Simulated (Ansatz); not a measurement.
## NH⁻, doublet: the ladder up to UCCSDT(Q)

Geometry: a PBE0/def2-TZVPD stationary point for this spin.

```json
{"atom": "N", "x (Å)": "0.0000", "y (Å)": "0.0000", "z (Å)": "0.0000"}
{"atom": "H", "x (Å)": "0.0000", "y (Å)": "0.0000", "z (Å)": "1.0366"}
```

Basis aug-cc-pVTZ; Ansatz 0.2.0. Only valence electrons are correlated (noble-gas cores frozen), which leaves 7 electrons in 68 orbitals. R marks a restricted (for open shells ROHF) determinant, U an unrestricted one. Active spaces: valence = (7e, 5o) chosen from the atoms' valence shells. This anion state lies near or above the neutral species, so the extra electron is weakly bound or unbound and the energies hang on the diffuse functions.

Full CI isn't at hand for all of this; UCCSDT(Q) serves as the reference, and is uncertain by about the last step of the cluster series. The frozen core follows each run's orbitals, which can shift R against U totals by a few meV.

Coupled cluster chose its determinant by trial CCSD, here up to 0.61 eV above the lowest Hartree–Fock solution of its kind.

- UHF ⟨S²⟩: 1.767
- ⟨S²⟩ of the determinant under UCCSD: 0.811
- T1 diagnostic (RCCSD): 0.0264
- largest doubles amplitude (RCCSD): 0.053
- T1 diagnostic (UCCSD): 0.0305

| level | E − E(UCCSDT(Q)) (mEh) | share of correlation (%) | wall time |
| --- | --- | --- | --- |
| RHF | 231.76 | 0.00 | – |
| UHF† | 203.68 | – | 1.6 s |
| RMP2 | 21.54 | 90.71 | – |
| RCCSD | 10.85 | 95.32 | – |
| UCCSD | 10.69 | 95.39 | – |
| RCCSD(T) | 1.24 | 99.46 | 9.5 s |
| UCCSD(T) | 1.36 | 99.41 | 26 s |
| BCCD(T) | 1.29 | 99.44 | 10 s |
| RCCSDT | 0.66 | 99.72 | – |
| UCCSDT | 0.63 | 99.73 | – |
| RCCSDT(Q) | 0.13 | 99.95 | 2.7 min |
| CASSCF (valence space) | 209.88 | 9.44 | – |
| NEVPT2 (valence space) | 39.28 | 83.05 | 2.1 s |
| MRCISD (valence space) | 17.94 | 92.26 | – |
| MRCISD+Q (valence space) | 3.90 | 98.32 | 3.3 s |

A dagger marks rows that describe another state than the reference (another or a broken symmetry, a higher spin or other natural occupations), so the difference isn't the method's error.

The correlation energy at UCCSDT(Q), counted from RHF, is -6.306 eV. That run took 2.9 min on 1 thread of Arm Neoverse N1, shared host.

Run but not shown, since their state or frozen core can't be matched to the reference's or they repeat it: UMP2.

Times hold each run's SCF and search for its determinant on a shared host, so for small cases they say little of a method's own cost; they ran on 1 thread of Arm Neoverse N1.

Natural occupations of CASSCF (valence space) about the gap: 2.000 1.999 1.975 1.000 0.026; effectively unpaired electrons, Σ n²(2−n)², 1.01.
